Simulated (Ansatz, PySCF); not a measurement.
Molecule: CH5Si, charge 0, multiplicity 2. It need not be the lowest isomer of its formula. 
Geometry from a B3LYP-D3(BJ)/def2-TZVP (Ansatz, a first-principles code) optimisation:
```xyz
7

C     -0.0097     0.1411    -1.2607
Si     0.0046    -0.0671     0.5695
H     -0.9250     0.2758    -1.8259
H      0.8972     0.1766    -1.8533
H     -0.0125     1.2498     1.2616
H     -1.1932    -0.8210     1.0128
H      1.2278    -0.7881     0.9952
```
Charge 0, spin multiplicity 2.

Total electronic energies in hartree. Cores are frozen in the correlated levels unless marked. UHF or UKS for open shells. Spin-orbit coupling is left out. Non-relativistic. Basis-set limits of correlation are two-point, X^-3; Hartree-Fock from the larger set. The bracket is a focal-point correction in the basis named.

```json
[
 {"level": "HF/aug-cc-pV(D+d)Z", "program": "Ansatz", "energy (Eh)": "-329.67286"},
 {"level": "HF/cc-pVTZ", "program": "Ansatz", "energy (Eh)": "-329.69257"},
 {"level": "r2SCAN/def2-TZVPD", "program": "Ansatz", "energy (Eh)": "-330.50669"},
 {"level": "PBE0-D3(BJ)/def2-TZVP", "program": "Ansatz + dftd3", "energy (Eh)": "-330.38477"},
 {"level": "PBE0/def2-QZVPP", "program": "Ansatz", "energy (Eh)": "-330.39531"},
 {"level": "PW6B95/def2-TZVPD", "program": "PySCF", "energy (Eh)": "-330.86905"},
 {"level": "LC-wPBE-D4/def2-TZVPD", "program": "Ansatz + dftd4", "energy (Eh)": "-330.44942"},
 {"level": "MP2/cc-pwCVTZ", "program": "Ansatz", "energy (Eh)": "-329.97689"},
 {"level": "RI-MP2/cc-pV(T+d)Z", "program": "Ansatz", "energy (Eh)": "-329.97266"},
 {"level": "SCS-MP2/def2-SVP", "program": "Ansatz", "energy (Eh)": "-329.77521"},
 {"level": "SCS-MP2/cc-pwCVTZ", "program": "Ansatz", "energy (Eh)": "-329.99133"},
 {"level": "CCSD(T)/6-31G*", "program": "Ansatz", "energy (Eh)": "-329.87003"},
 {"level": "CCSD(T)/def2-SVPD", "program": "Ansatz", "energy (Eh)": "-329.82914"},
 {"level": "CCSD(T)/def2-TZVPPD", "program": "Ansatz", "energy (Eh)": "-330.02074"},
 {"level": "RI-MP2/CBS(def2-TZVPPD,def2-QZVPPD)+[CCSD(T)-MP2]/def2-TZVPPD", "program": "Ansatz", "energy (Eh)": "-330.0633"}
]
```

Totals of different functionals don't rank their quality; only differences between species are comparable.
